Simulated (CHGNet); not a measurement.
fcc Pb

These are the machine-learned potential CHGNet-r²SCAN (trained on r²SCAN data) values and carry that method's errors.

Cell: relaxed at this level.

| Quantity | Result |
|---|---|
| equilibrium lattice constant a | 4.988 Å |
| volume per atom | 31.02 Å³/atom |
| vacancy formation energy | 0.064 eV |

Measured, for comparison: lattice constant a 4.902 Å (low-temperature or extrapolated to 0 K; zero-point anharmonic expansion removed, our sources range from 4.902 to 4.912; as tabulated in Csonka et al. (2009), arXiv:0903.4037); equilibrium volume per atom 29.45 Å³/atom (low-temperature or extrapolated to 0 K; zero-point anharmonic expansion removed; as tabulated in Csonka et al. (2009), arXiv:0903.4037); vacancy formation energy 0.58 eV (not corrected to a static lattice, monovacancy; as tabulated in Garrity and Choudhary (2023), arXiv:2112.11585). Computed (rounded) less measured: lattice constant a +1.8 % (+1.5 % to +1.8 % over the range), equilibrium volume per atom +5.3 %, vacancy formation energy -0.52 eV.

A machine-learned potential is trained on density-functional data: it inherits that level's misses and adds fitting errors of its own.
